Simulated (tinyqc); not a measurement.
Inside a calculation. Method: geometry optimisation on the B3LYP (VWN-RPA form)/sto-3g surface (energies and gradients from PySCF), for H2O, spin multiplicity 1. One step of it, computed by the program tinyqc.

Task: Step 2: move. Quasi-Newton step p = -H^(-1) g (the inverse Hessian comes from BFGS updates; coordinates in the order x, y, z of each atom); steps longer than 0.1 bohr are cut back (factor 0.243 here).

positions after step 1 (bohr), order 1O, 2H, 3H:
$$\begin{pmatrix}
0.030479 & -0.033504 & -0.104749 \\
-0.109743 & 1.255247 & 1.218934 \\
-0.047342 & -1.306779 & 1.196949
\end{pmatrix}$$

gradient (hartree/bohr), order 1O, 2H, 3H:
$$\begin{pmatrix}
-0.00391015 & -0.01529555 & 0.05134065 \\
0.00292964 & -0.05988980 & -0.01825824 \\
0.00096500 & 0.07518446 & -0.03308206
\end{pmatrix}$$

inverse Hessian in use (bohr^2/hartree):
```
           1          2          3          4          5          6          7          8
1   6.655403  -0.086091   0.160477   0.004008  -0.041948  -0.036375   0.007262   0.128036
2  -0.086091   6.031016   1.219887   0.032991  -0.390126  -0.286661   0.053121   1.025757
3   0.160477   1.219887   4.382264  -0.057806   0.618463   0.520839  -0.102753  -1.838313
4   0.004008   0.032991  -0.057806   6.665489   0.007597   0.012032  -0.002836  -0.040588
5  -0.041948  -0.390126   0.618463   0.007597   6.726366  -0.108646   0.034458   0.330417
6  -0.036375  -0.286661   0.520839   0.012032  -0.108646   6.552527   0.024373   0.395299
7   0.007262   0.053121  -0.102753  -0.002836   0.034458   0.024373   6.662239  -0.087577
8   0.128036   1.025757  -1.838313  -0.040588   0.330417   0.395299  -0.087577   5.310522
9  -0.124103  -0.933232   1.763576   0.045774  -0.509824  -0.406704   0.078380   1.443028

           9
1  -0.124103
2  -0.933232
3   1.763576
4   0.045774
5  -0.509824
6  -0.406704
7   0.078380
8   1.443028
9   5.309784
```

Give: positions after step 2.

Result:

positions after step 2 (bohr), order 1O, 2H, 3H:
$$\begin{pmatrix}
0.030 & -0.060 & -0.096 \\
-0.112 & 1.333 & 1.228 \\
-0.045 & -1.359 & 1.178
\end{pmatrix}$$
